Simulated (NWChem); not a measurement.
ammonia (NH$_{3}$); SMILES N

```xyz
4

N      0.0000     0.0000     0.1389
H      0.6618     0.6618    -0.2664
H      0.2422    -0.9040    -0.2664
H     -0.9040     0.2422    -0.2664
```
Atoms are numbered in this order, from 1.

Computed with NWChem. All runs use the structure optimised with PBE0/def2-SVP. Hartree-Fock couplings suffer from near triplet instabilities. Isotropic indirect couplings, all four terms, static geometry, non-relativistic.

For level Hartree-Fock/pcJ-1:

```
Item                           Result
-----------------------------  ------
J(14N atom 1, 1H atom 2) (Hz)    51.5
J(1H atom 2, 1H atom 3) (Hz)    -26.6
```

Estimate the same quantities for level B3LYP/pcJ-1.


- J(14N atom 1, 1H atom 2) (Hz) = 41.2
- J(1H atom 2, 1H atom 3) (Hz) = -11.7
